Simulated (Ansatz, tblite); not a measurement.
Isomers of B3H2 (doublet), found by a short tight-binding search and relaxed with r2SCAN-D4/def2-TZVP in Ansatz.

The xTB rows come from tblite.

Run but left out: HF/def2-TZVPP, LC-ωPBE/def2-TZVP, MP2/def2-TZVPP, CCSD/def2-TZVPP, CCSD(T)/def2-TZVPP (A: ⟨S²⟩ 1.14 to 1.38, where a pure state has 0.75).

Other spin states were run for one of them alone.

A:

```tsv
atom	x (Å)	y (Å)	z (Å)
B1	-0.001	0.003	0.003
B2	-0.610	0.968	-0.993
B3	0.610	-0.967	0.995
H4	-1.083	1.717	-1.769
H5	1.085	-1.721	1.764
```

B:

```
atom   x (Å)   y (Å)   z (Å)
  B1   0.917  -0.886  -0.201
  B2  -0.204  -0.148  -0.943
  B3   0.350   0.006   0.911
  H4  -0.020   0.656   1.826
  H5  -1.043   0.372  -1.593
```

Task: Estimate their order by electronic energy at PBE0-D4/def2-TZVP, counted from the lowest.

Result: B (0.00) < A (0.11), in eV.

Task: Do the other levels pick the same lowest one?

Result: Not GFN1-xTB, GFN2-xTB, PBE-D4/def2-TZVP, BLYP-D4/def2-TZVP. Energies above each level's lowest (eV):

| level | A | B |
| --- | --- | --- |
| GFN1-xTB | 0.00 | 0.50 |
| GFN2-xTB | 0.00 | 0.47 |
| PBE-D4/def2-TZVP | 0.00 | 0.00 |
| BLYP-D4/def2-TZVP | 0.00 | 0.20 |
| r2SCAN-D4/def2-TZVP | 0.04 | 0.00 |
| PBE0-D4/def2-TZVP | 0.11 | 0.00 |
Point groups (tolerance 0.1 Å): A D∞h, B C2v. Lower isomers may exist.
